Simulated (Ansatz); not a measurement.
Compare A (`CCOC(C)(C)C`) with its isomer B (`CCCOCCC`).

Isolated molecules relaxed with PBE0-D4/def2-TZVP in Ansatz; ΔE leaves out vibrations. CBS: MP2 limit from def2 TZ/QZ plus the TZ coupled-cluster correction, frozen cores. DFT in def2-TZVPP. B3LYP here is the variant with VWN-RPA as its local correlation; programs differ in this. One conformer a species, not always the lowest.

Q: Which isomer does CCSD(T)/CBS put lower? Give the gap. (Best estimate.)

A: The calculation gave: A, by 26.2 kJ/mol.

Q: Give E(B) − E(A) in kJ/mol with CCSD/def2-TZVPP, BLYP-D4, B3LYP, CCSD(T)/def2-TZVPP, B2PLYP, HF/def2-TZVPP, LDA (SPW92). (Best estimate.)

A: Computed: CCSD/def2-TZVPP 22.9, BLYP-D4 22.4, B3LYP 12.3, CCSD(T)/def2-TZVPP 26.0, B2PLYP 19.1, HF/def2-TZVPP 8.7, LDA (SPW92) 28.5. None reverses the order clearly.

Largest T1 diagnostic: 0.010.

From BLYP to BHLYP (50 % exact exchange), in def2-TZVPP and without D4, E(B) − E(A) moves by +3.8 kJ/mol. In def2-TZVPP, CCSD(T) changes the Hartree–Fock value by +17.3 kJ/mol (the triples alone add +3.1 kJ/mol) and MP2 by +20.6 kJ/mol.
